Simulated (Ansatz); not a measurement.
# AlHO (singlet): from Hartree-Fock to the top rungs at scale of all distances = 1.000, 6-31G

One table from this session's results is given with a row withheld; the runs are named, their logs left out.

Computed with Ansatz 0.2.0, Gaussian basis. Level: 6-31G, core rule «outside noble gas», up to 6 orbitals frozen.

The runs, in order: UHF; CCSD(T) on RHF; BCCD(T) on RHF; CISD; CCSDT(Q) on RHF; CISDTQ; CCSDTQ on RHF; CASSCF and MRCISD+Q, 2 electrons in 2 orbitals; CASSCF and NEVPT2, 2 electrons in 2 orbitals; Full CI.

27 further runs of the same task are left out: 18 for a known fault of the program, 5 that didn't finish, 4 set aside as unsound or not needed.

## The system

The geometry derives from a PBE0/def2-TZVP stationary point (not a proven minimum). All distances are scaled together.

3 atoms, charge 0, spin multiplicity 1.

Atoms are counted from 1 here; the program's logs count them from 0.

Bond lengths: Al1–O2 1.674 Å, O2–H3 0.950 Å. Angles: Al1–O2–H3 180.0°.

Set-up of the first run:

The input, in.yaml:

```yaml
crystal:
  periodic: [false, false, false]
  atoms:
    - {symbol: Al, position_ang: [0.000000, 0.000000, 1.432992]}
    - {symbol: O, position_ang: [0.000000, 0.000000, -0.241478]}
    - {symbol: H, position_ang: [0.000000, 0.000000, -1.191514]}
basis:
  gaussian: {orbitals: 6-31G}
magnetization: {spin_polarized: true, initial_magnetization: 0}
hamiltonian: {xc: hf}
output: {orbitals: {seedname: orbitals}}
```

Run with:

```sh
ansatz run in.yaml --threads 1 --pin off --events-out ev --progress --plain --max-ram 2393MiB
```

Among the steps run: UHF; CCSD(T) on RHF; BCCD(T) on RHF; CISD; CCSDT(Q) on RHF; CISDTQ; CCSDTQ on RHF; CASSCF and MRCISD+Q, 2 electrons in 2 orbitals; CASSCF and NEVPT2, 2 electrons in 2 orbitals; Full CI.

One table of the session follows, with a row left open; its other results are not shown here.

| method | from FCI (kJ/mol) |
| --- | --- |
| RHF | +440.7 |
| RMP2 | +40.6 |
| CISD | +38.6 |
| RCCSD | +9.3 |
| RCCSD(T) | +2.2 |
| BCCD(T) | +1.7 |
| RCCSDT | +1.6 |
| CISDTQ | +1.9 |
| RCCSDT(Q) | -0.2 |
| RCCSDTQ | 0.0 |
| CASSCF pair | ? |
| NEVPT2 pair | +34.6 |
| MRCISD pair | +32.2 |
| MRCISD+Q pair | +5.7 |
| FCI | 0 |

Estimate the missing values for CASSCF pair.

The run gave: from FCI (kJ/mol): +389.2. In the column «from FCI (kJ/mol)» it lies between RMP2 (+40.6) and RHF (+440.7).

Limits of these values: RCCSDT(Q) falls below full CI, which methods that aren't variational can do.
